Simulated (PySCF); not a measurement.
Input of a driver script around PySCF for `C/C=N/CC`, coordinates in Å (PBE0-D3(BJ)/def2-SVP geometry):
```
{"job": {"kind": "xas", "xc": "BHandHLYP", "basis": {"default": "aug-pcX-1", "H": "pcseg-1"}}, "charge": 0, "multiplicity": 1}
C      2.444455     0.374250     0.091525
C      1.091658     0.070531     0.640266
N      0.110806    -0.241495    -0.094256
C     -1.161808    -0.503039     0.526841
C     -2.223892     0.451505     0.005636
H      3.201832    -0.296620     0.528992
H      2.442988     0.261486    -1.000568
H      2.745251     1.402713     0.351303
H      0.982701     0.131217     1.746600
H     -1.107458    -0.447749     1.635521
H     -1.453410    -1.537018     0.271461
H     -2.261265     0.418479    -1.093239
H     -1.999615     1.487490     0.302795
H     -3.217238     0.188333     0.398776
```

Q: What does the run print?

A: 
```
coarse grid: 10992 points
cycle   1  E = -212.3405181512  dE =  4.445e-01  |g| = 3.590e-01  |ddm| = 4.055e+00
cycle   2  E = -212.3429746149  dE = -2.456e-03  |g| = 3.920e-01  |ddm| = 7.447e-01
cycle   3  E = -212.3748523115  dE = -3.188e-02  |g| = 7.361e-02  |ddm| = 3.854e-01
cycle   4  E = -212.3758818230  dE = -1.030e-03  |g| = 3.142e-02  |ddm| = 8.043e-02
cycle   5  E = -212.3761069130  dE = -2.251e-04  |g| = 3.009e-03  |ddm| = 3.371e-02
cycle   6  E = -212.3761104909  dE = -3.578e-06  |g| = 1.168e-03  |ddm| = 5.476e-03
final grid: 104176 points
cycle   7  E = -212.4131211674  dE = -5.741e-05  |g| = 2.845e-03  |ddm| = 3.410e-02
cycle   8  E = -212.4131217616  dE = -5.942e-07  |g| = 2.082e-03  |ddm| = 4.564e-03
cycle   9  E = -212.4131227746  dE = -1.013e-06  |g| = 2.984e-04  |ddm| = 2.109e-03
cycle  10  E = -212.4131227840  dE = -9.397e-09  |g| = 2.269e-04  |ddm| = 3.892e-04
cycle  11  E = -212.4131227945  dE = -1.050e-08  |g| = 1.597e-05  |ddm| = 1.942e-04
cycle  12  E = -212.4131227946  dE = -9.652e-11  |g| = 1.016e-05  |ddm| = 3.367e-05
converged SCF energy = -212.4131227946

C K edge
   eV          f      from atoms
  283.110   0.06860   C1
  285.316   0.00883   C4
  285.345   0.00041   C0
  285.497   0.01036   C0
  285.835   0.01838   C4
  286.002   0.00680   C3
  286.122   0.02027   C4
  286.253   0.03270   C0
  286.326   0.01390   C4
  286.350   0.01604   C0
  286.351   0.02203   C3
  286.683   0.00818   C4
  286.794   0.03032   C3
  286.863   0.02383   C1
  287.019   0.01085   C0
  287.143   0.00254   C4
  287.301   0.00667   C3
  287.331   0.00625   C4
  287.526   0.00471   C0
  287.600   0.00485   C4

N K edge
   eV          f      from atoms
  396.212   0.06030   N2
  400.875   0.00513   N2
  401.269   0.00109   N2
  401.294   0.00115   N2
  401.481   0.00021   N2
  402.110   0.00445   N2
  402.241   0.00272   N2
  402.447   0.00014   N2
```

The calculation used core-valence-separated Tamm–Dancoff BHandHLYP/aug-pcX-1 (pcseg-1 on H) in PySCF, non-relativistic, gas phase, PBE0-D3(BJ)/def2-SVP geometry. The program numbers atoms from 0. The energies are unshifted. The SCF starts on a coarse grid and ends on the final one.

Carbon edge (atoms now counted from 1; roots within 0.03 eV on like atoms summed, the top roots left aside). The first line with a tenth or more of the strongest one's intensity is at 283.11 eV (f = 0.069), with the hole on C2 (imine carbon), polarised normal to the local trigonal plane: a 1s→π* resonance. It is also the strongest listed.

Nitrogen edge (atoms now counted from 1; roots within 0.03 eV on like atoms summed, the top roots left aside). The first line with a tenth or more of the strongest one's intensity is at 396.21 eV (f = 0.060), with the hole on N3 (imine nitrogen). It is also the strongest listed.

Kohn–Sham HOMO -8.65 eV, LUMO 0.75 eV, dipole moment 1.53 D.

On Arm Neoverse V2, one thread, shared host, this took 12 s wall and 0.83 GiB of memory at its peak.

The values belong to the conformer `[CH3:1]/[CH:2]=[N:3]/[CH2:4][CH3:5]`: C2–N3–C4–C5 120°.
